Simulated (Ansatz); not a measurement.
A nudged elastic band was laid between two geometries of CH₇BO (10 atoms, charge 0, multiplicity 1).

Theory: RKS PBE-D4/def2-SVP (Ansatz).

- movable images: 9
- climbing image: yes
- spring: 5.0 eV/Å²
- optimiser: quadratic models (default)
- start path: through a guess of the saddle point
- force threshold: 0.05 eV/Å
- iteration limit: 60
- end points: relaxed

Initial state:

```xyz
10
Properties=species:S:1:pos:R:3
B 0.047 -0.153 0.267
C -0.072 0.203 1.828
H -1.078 0.019 2.271
H 0.681 -0.303 2.477
H 0.114 1.292 1.954
H 1.172 -0.093 -0.221
H -0.847 0.276 -0.459
O -0.252 -1.850 0.163
H -1.132 -1.988 0.569
H 0.376 -2.269 0.787
```

Final state:

```xyz
10
Properties=species:S:1:pos:R:3
B -0.003 -0.584 -0.784
C 0.008 -0.027 2.649
H -0.901 0.193 3.240
H 0.885 -0.072 3.320
H 0.161 0.772 1.899
H 1.131 -0.158 -0.881
H -0.989 0.130 -0.886
O -0.123 -1.918 -0.563
H -1.053 -2.203 -0.490
H -0.108 -0.998 2.132
```

(1) Which bonds break or form, and what moves?

(2) Give the energies along the band, and the barrier.

(3) What is the geometry of the highest image?

(4) What are the harmonic wavenumbers there?

Answers

(1) Bonds broken: B1–C2, O8–H10. Bonds formed: C2–H10. CH7BO becomes BH3O + CH4.

(2) It converged. The highest image is number 5 of 0 to 10, 0.87 eV above the first end and 1.83 eV above the last; the last end lies 0.96 eV below the first. A vibrational analysis at the climbing image gives one clearly imaginary mode, 1146i cm⁻¹: a first-order saddle point. The orbitals stay closed-shell, which can raise the energy where a bond breaks towards radicals; this wasn't checked here.

```csv
image,path coordinate (Å),energy (eV),B1–C2 (Å),O8–H10 (Å),C2–H10 (Å)
0,0.00,0.00,1.61,0.98,2.72
1,0.44,0.01,1.61,0.98,2.59
2,0.87,0.03,1.60,0.98,2.49
3,1.31,0.07,1.61,0.98,2.19
4,1.74,0.38,1.65,1.02,1.77
5,2.18,0.87,1.78,1.28,1.38
6,2.69,0.02,2.14,1.73,1.14
7,3.21,-0.64,2.55,2.07,1.10
8,3.73,-0.87,2.88,2.36,1.10
9,4.24,-0.95,3.19,2.65,1.11
10,4.76,-0.96,3.48,2.85,1.11
```

(3) 
```xyz
10
Properties=species:S:1:pos:R:3:forces:R:3
B 0.076 -0.360 0.165 -0.02 -0.01 -0.05
C -0.017 -0.008 1.908 -0.02 0.01 0.05
H -0.962 -0.102 2.486 0.00 0.00 -0.01
H 0.844 -0.294 2.544 0.00 0.00 0.00
H 0.086 1.073 1.683 0.01 0.00 -0.01
H 1.207 -0.080 -0.186 0.00 -0.01 0.01
H -0.868 0.197 -0.377 0.01 0.00 0.00
O -0.124 -1.938 0.223 0.01 0.02 0.01
H -1.028 -2.135 -0.083 -0.01 -0.01 0.00
H -0.207 -1.220 1.274 0.03 -0.01 -0.01
```

(4) 1146i, 176, 376, 511, 615, 660, 782, 811, 826, 959, 1022, 1122, 1137, 1179, 1251, 1397, 1417, 1936, 2472, 2568, 2969, 3062, 3086, 3727 cm⁻¹.

The run took 2.9 min on 1 thread of Arm Neoverse V2, with other jobs on the host, peak memory 0.13 GiB.
